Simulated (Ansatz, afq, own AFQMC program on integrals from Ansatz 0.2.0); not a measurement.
Where AFQMC and coupled cluster stand for AlGeH3⁺, doublet

```yaml
atoms:
  - { symbol: Ge, position_ang: [0.0000, 0.0032, 0.7571] }
  - { symbol: Al, position_ang: [0.0000, 0.0167, -1.8285] }
  - { symbol: H, position_ang: [0.0000, -1.1750, -0.4756] }
  - { symbol: H, position_ang: [0.0000, -1.0743, -2.9759] }
  - { symbol: H, position_ang: [0.0000, 1.5689, -2.1659] }
```

Connectivity, by distances: Ge–AlH2, 1 bridging H.

Basis cc-pVDZ. Noble-gas cores (and the filled d shells of Ga–Kr and In–Xe) are frozen. AFQMC by an in-house program on the Cholesky factors that Ansatz 0.2.0 writes for its CCSD(T) run. The CISD trial takes its coefficients from CCSD amplitudes. Released means that phaseless walkers are propagated on without the constraint, phases kept. Free AFQMC starts from the CCSD state and is never constrained. Its projection time is finite, and what remains of the start isn't in its error. Uncertainties: one standard error, sampling alone. No spin–orbit coupling.

Determinant: UHF, the one that the program's search chose, which needn't be the lowest solution. The geometry is a PBE0/def2-TZVP stationary point of this or a neighbouring charge and spin state.

No full CI on the walks' own integrals is used here; CCSDT(Q) serves as the reference and is uncertain by about the last step of the cluster series.

Cautions: no relativity below Rb; no spin-orbit coupling; inner d shell frozen; the released energies move by 1.5 errors or more from one time to the next, so no released level is given (meV from the phaseless value at times in 1/Eh: -9 ± 11 at 0.24, -13 ± 9 at 0.51, -11 ± 9 at 0.99, -11 ± 8 at 1.62, -29 ± 9 at 2.40), though the last usable value meets CCSDT(Q) within the noise.

- T1 diagnostic: 0.0170
- weight of the determinant in the CISD state: 0.881
- ⟨S²⟩ of the determinant: 0.770
- size of the correlated space: 9 electrons in 41 orbitals

```json
{"level": "MP2", "correlation energy (eV)": "-3.3249"}
{"level": "CCSD", "correlation energy (eV)": "-4.4011"}
{"level": "CCSD(T)", "correlation energy (eV)": "-4.4981"}
```

Q: Estimate where free-projection AFQMC lies against CCSD(T) on the same integrals.

A: 1.13 ± 0.43 mEh below CCSD(T).

Reference: CCSDT(Q), correlation energy -4.530 eV.

| level | E − E(reference) (mEh) | share of correlation (%) |
| --- | --- | --- |
| CCSD(T) | 1.18 | 99.29 |
| CCSDT | 0.13 | 99.92 |
| ph-AFQMC/HF | 2.12 ± 1.83 | 98.73 |
| ph-AFQMC/CISD | 0.82 ± 0.29 | 99.51 |
| free AFQMC | 0.05 ± 0.43 | 99.97 |

Free projections are given only where their last times agree within the noise and don't stop above the reference; a slow remainder of the start can still hide under it. A walk keeps the symmetry of its determinant, which the program's search chose and which needn't be the lowest solution, so a lower state of the same spin and another symmetry isn't excluded.
